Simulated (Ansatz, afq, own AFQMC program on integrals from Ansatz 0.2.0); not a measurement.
Two steps: Ansatz 0.2.0 writes the Fock matrix and Cholesky factors of the valence space, and afq projects on them the lowest state that overlaps trial and start.

```yaml
crystal:
  periodic: [false, false, false]
  atoms:
    - {symbol: Si, position_ang: [0.006312, -0.000001, 1.781521]}
    - {symbol: Ge, position_ang: [0.001520, 0.000000, -0.638687]}
    - {symbol: H, position_ang: [-1.510450, -0.000015, -0.981329]}
    - {symbol: H, position_ang: [0.612502, 1.244920, -1.315333]}
    - {symbol: H, position_ang: [0.612528, -1.244907, -1.315334]}
basis:
  gaussian: {orbitals: cc-pVDZ}
magnetization: {spin_polarized: true, initial_magnetization: 1}
correlation: {method: ccsd_t, electrons: outside_noble_gas, hamiltonian_folder: ham}
```

```sh
$ ansatz run in.yaml --threads 1 --pin off --events-out ev --progress --plain --max-ram 1382MiB
```

afq runs on the folder ham with

```
--method free --trial cisd --walkers 60 --time-step 0.03 --max-blocks 80 --target-error 0.0004 --factor-cut 1e-05 --seed 431 --times 0,0.21,0.42,0.81,1.2,1.8,2.4,3 --taylor-order 8
```

Times are imaginary, in 1/Eh. The walk had a cap of 1706 s. Filled inner d shells are frozen with the cores.

Log:

```
orbitals 41  electrons 6 5  factors 328 of 640
reference energy -2365.93390526 Eh
CCSD correlation -0.20238031 Eh in 17 cycles, weight of the determinant in the CISD state 0.8120
repeat  energy at the last time / Eh  error
    10  -2366.143373  0.001430
    20  -2366.143533  0.000828
    30  -2366.143392  0.000613
    40  -2366.143039  0.000651
    50  -2366.143168  0.000564
    60  -2366.143204  0.000510
    70  -2366.143119  0.000487
    80  -2366.143270  0.000466
time / (1/Eh)  energy / Eh  error  mean overlap
  0.00  -2366.136326  0.000159  1.2306
  0.21  -2366.138484  0.000171  1.2313
  0.42  -2366.139795  0.000194  1.2302
  0.81  -2366.141325  0.000235  1.2274
  1.20  -2366.142139  0.000260  1.2262
  1.80  -2366.142287  0.000350  1.2454
  2.40  -2366.142815  0.000431  1.2399
  3.00  -2366.143270  0.000466  1.2281
energy -2366.143270 +/- 0.000466 Eh
```

The run passed its tests (error under three times the target), which doesn't prove that it has relaxed.

Against this walk (error 12.7 meV) on the same determinant: CCSD(T) 43.3 meV higher. The error is statistical, and a free projection of finite length keeps a remainder of its start. The determinant has ⟨S²⟩ = 0.92, so the low cluster orders mix in higher spin, and so can this walk. None of these is a sure reference here. The projection is still falling at its last time (meV from the last point: 53 ± 6 at 0.81, 31 ± 7 at 1.20, 27 ± 10 at 1.80, 12 ± 12 at 2.40, 0 ± 13 at 3.00), so its energy is a cut-off value, and the gaps above aren't errors of the other methods.

Cautions: remainder of the start not in the error; start is not spin pure; error above the target (12.7 against 10.9 meV); no relativity below Rb; no spin-orbit coupling; inner d shell frozen; higher spins were not checked; the search met a lower determinant of the same kind, perhaps of another symmetry (8 meV lower); strong correlation (T1 0.054, weight of the determinant 0.81, largest double 0.07); unrestricted determinant spin contaminated (⟨S²⟩ 0.92 against 0.75).

The walk took 5.9 min on 1 thread of Arm Neoverse V1, on a shared host. The log's last line is the free-projection energy.

A walk keeps the symmetry of its determinant, which the program's search chose and which needn't be the lowest solution, so a lower state of the same spin and another symmetry isn't excluded.
